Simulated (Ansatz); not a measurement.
We consider ReS₂ (P-1, No. 2; cell taken from a computed entry), described by PBEsol (Ansatz, a first-principles code, PAW).

Settings: plane-wave cutoff 500 eV, 8×8×4 k mesh (along the axes of the cell as run), gaussian smearing 0.02 eV, no spin polarisation, scalar-relativistic PAW data made under PBE.

Cell (relaxed at this level):

ReS₂ is taken in the triclinic space group P-1 (No. 2), Pearson symbol aP12. Lattice parameters: a = 6.3320 Å, b = 6.4367 Å, c = 6.6544 Å, α = 91.75°, β = 104.59°, γ = 118.78°. Re1 on 2i is surrounded by 6 S at 2.314–2.494 Å. Re2 on 2i sees 6 S at 2.338–2.450 Å. S1 on 2i has 3 Re at 2.430–2.450 Å (trigonal pyramidal). S2 on 2i has 3 Re at 2.314–2.408 Å (trigonal pyramidal). S3 on 2i sees 2 Re at 2.366–2.368 Å and 1 Re at 2.494 Å (trigonal pyramidal). S4 on 2i sees 3 Re at 2.338–2.347 Å (trigonal pyramidal). (Neighbours: up to the widest gap in distance over summed covalent radii, below 1.35, at either atom; cation-cation and far metal-metal contacts left out.)
(The calculation used a cell of 24 atoms; values per cell refer to that cell.)

**Question.** Predict the band gap.

**Answer.** 
* **band gap**: 1.30 eV (on the SCF k mesh)

Note: the relaxation could not lower the start's symmetry, so the cell can be a saddle point above a distorted one; the cell has widely spaced layers and the level no dispersion term, so their spacing and the moduli can rest on weak binding.

Spin–orbit coupling is not included.

The result took about 3 core-hours (a rough figure).
